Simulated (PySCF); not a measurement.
Compound: silylidenephosphane, H3PSi.
Bonds: Si1–P2 (double). Hydrogens: H3, H4 on Si1; H5 on P2.

A GFN2-xTB structure was refined with PBE0-D3(BJ)/def2-SVP geometry optimisation, gas phase in PySCF. Its GFN2-xTB values:

```tsv
coordinate	GFN2-xTB
Si1=P2	2.088 Å
Si1–H3	1.458 Å
Si1–H4	1.463 Å
P2–H5	1.392 Å
Si1–P2–H5	95.1°
P2–Si1–H3	120.4°
P2–Si1–H4	132.8°
H3–Si1–H4	106.7°
```

**Question.** How do these coordinates change at the PBE0-D3(BJ)/def2-SVP level?

**Answer.** 
| coordinate | PBE0-D3(BJ)/def2-SVP (Å or °) | change |
| --- | --- | --- |
| P2–H5 | 1.434 | +0.042 |
| Si1–H3 | 1.489 | +0.031 |
| Si1–H4 | 1.491 | +0.028 |
| Si1=P2 | 2.069 | -0.019 |
| P2–Si1–H4 | 126.3 | -6.5 |
| Si1–P2–H5 | 89.5 | -5.6 |
| H3–Si1–H4 | 111.8 | +5.1 |
| P2–Si1–H3 | 121.8 | +1.4 |

The energy falls by 1.7 kcal/mol over 5 energy and gradient evaluations, the largest force component goes from 0.0171 to 1.2e-04 Eh/bohr, and the atoms move by 0.098 Å rms after alignment. The bond that changes most is P2–H5 (ends: phosphorus bonded to Si and H; P–H hydrogen), which lengthens by 0.042 Å. Bonds longer at the end by more than 0.005 Å: 3 of 4; shorter: 1. Rotational constants go from 109239, 6919, 6507 to 99576, 7093, 6621 MHz.

The run used 51 basis functions and 31 SCF cycles in all. On an Arm Neoverse V1 with one thread, no GPU, on a shared host, this took 3.4 s of wall time.

Stationary, but not proved a minimum.
